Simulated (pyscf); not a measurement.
Single points on ωB97X-D3(BJ)/def2-SVP structures (PySCF, gas phase).

**Question.** Estimate the classical barrier height and the reaction energy of SiH₄ + H₂Si=N–SiH₃ → H₃Si–N(SiH₃)–SiH₃ at ωB97M-D3(BJ)/def2-TZVP. The step runs on the singlet surface, breaks H–Si and forms N–Si, H–Si; take the separated reactants as zero.

**Answer.** ΔE‡ = 0.05 eV, ΔE = -2.61 eV. Zero-point energy shifts the barrier by +0.10 eV. It is an addition across a multiple bond or ene-type step, with an imaginary mode of 242i cm⁻¹. On the reactant side the descent ends in a complex, 0.22 eV under the separated species and 0.11 eV under the saddle at ωB97X-D3(BJ)/def2-TZVP. At the saddle there is also a short Si–Si contact that neither side keeps. At ωB97X-D3(BJ)/def2-TZVP the barrier from the zero used here is -0.11 eV. H₂Si=N–SiH₃ lies 0.44 eV over its isomer :HSi–NH–SiH₃ [singlet] (electronic energy, ωB97M-D3(BJ)/def2-TZVP). One saddle was located; it need not be the lowest between these sides.
